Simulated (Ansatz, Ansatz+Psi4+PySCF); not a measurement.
```yaml
atoms:
  - { symbol: C, position_ang: [0.0000, 0.0000, 0.5831] }
  - { symbol: C, position_ang: [0.0000, 0.0000, -0.5831] }
  - { symbol: H, position_ang: [0.0000, 0.0000, -1.6490] }
  - { symbol: H, position_ang: [0.0000, 0.0000, 1.6490] }
```

Basis set: cc-pVTZ (spherical functions). Frozen core: 2 orbitals. Charge 0, multiplicity 1.

Computed with Ansatz (development build ahead of 0.2.0); each method stands on the lowest determinant of its kind that the runs found. Restricted open shells among the atoms or ions are ROHF, correlated in semicanonical orbitals with singles.

The atomization energy at this shape (free ground-state atoms in the same class of orbitals less the molecule, no zero-point energy) of singlet C2H2:

```csv
method,atomization energy
RHF-CCSD(T),16.95 eV
RHF-MP2,17.38 eV
```

**Question.** What does RHF give?

**Answer.** 12.98 eV.
